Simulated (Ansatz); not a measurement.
**Al (fcc): energy against volume**

All numbers below come from DFT, revPBE, plane waves (420 eV) with PAW, scalar-relativistic in Ansatz. (PAW data from PBE, frozen cores regenerated.)

The cell is scaled uniformly from the relaxed one, with fractional coordinates and shape fixed. Energies are extrapolated to zero smearing, pressures are those at the given smearing. Magnetic state: spin not included.

A Birch-Murnaghan fit gives V₀ = 16.73 Å³/atom, B₀ = 76 GPa, B₀′ = 4.4.

(1) What are the energy above the minimum and the pressure at 14.713 Å³/atom?

(2) What are the energy above the minimum and the pressure at 16.051 Å³/atom?

(3) What are the energy above the minimum and the pressure at 18.057 Å³/atom?

Results:

(1) 73.0 meV/atom and 13.10 GPa as computed.

(2) 7.1 meV/atom and 3.51 GPa as computed.

(3) 21.7 meV/atom and -4.85 GPa as computed.
